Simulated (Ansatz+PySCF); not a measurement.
**doublet CH2N: levels of theory in one basis**

| atom | x (Å) | y (Å) | z (Å) |
| --- | --- | --- | --- |
| C | 0.0000 | 0.0000 | 0.0086 |
| N | 0.0000 | 0.0000 | -1.2290 |
| H | 0.0000 | 0.9781 | 0.6102 |
| H | 0.0000 | -0.9781 | 0.6102 |

Basis set: cc-pVTZ (spherical functions). Frozen core: 2 orbitals. Correlation on ROHF uses semicanonical orbitals with singles. Charge 0, multiplicity 2.

Computed with Ansatz (development build ahead of 0.2.0) and PySCF 2.14.0; each method stands on the lowest determinant of its kind that the runs found.

```csv
method,E − E(ROHF) (eV),<S²> of the determinant
ROHF,0.00,0.75
UHF,-0.28,0.94
ROHF-MP2,-9.01,–
UHF-CCSD,-9.63,0.94
ROHF-CCSD(T),-10.05,–
UHF-CCSD(T),-10.04,0.94
```

What does UHF-MP2 give on the same scale?

-8.73 eV.

Caution for UHF, UHF-MP2, UHF-CCSD, UHF-CCSD(T): the unrestricted determinant is spin contaminated. Caution for ROHF-MP2, UHF-MP2: forces differ strongly between restricted and unrestricted references.
